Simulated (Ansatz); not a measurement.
Input for Ansatz (development build ahead of 0.2.0):

```yaml
crystal:
  periodic: [false, false, false]
  atoms:
    - { symbol: S, position_ang: [0.02967, 0.03577, 1.21388] }
    - { symbol: C, position_ang: [0.01097, 1.28059, -0.03457] }
    - { symbol: C, position_ang: [0.02138, -1.28937, -0.03609] }
    - { symbol: C, position_ang: [-0.01333, 0.73725, -1.24412] }
    - { symbol: C, position_ang: [-0.04167, -0.72391, -1.27964] }
    - { symbol: H, position_ang: [-0.04404, 2.25756, 0.35804] }
    - { symbol: H, position_ang: [0.00989, -2.35277, 0.30891] }
    - { symbol: H, position_ang: [-0.01867, 1.34476, -2.09411] }
    - { symbol: H, position_ang: [0.00213, -1.3492, -2.15738] }
basis:
  gaussian: { orbitals: "6-31G" }
hamiltonian:
  xc: hf
correlation:
  method: mp2
  frozen_orbitals: { C: 1, H: 0, S: 5 }
```

The input is written out in the form of the current development build from the run's settings.

Output:

```yaml
Converged: yes
Reference_energy: -551.18116 hartree
Correlation_energy: -0.41009 hartree
Total_energy: -551.59126 hartree
Spin_squared_of_the_determinant: 0.000
```
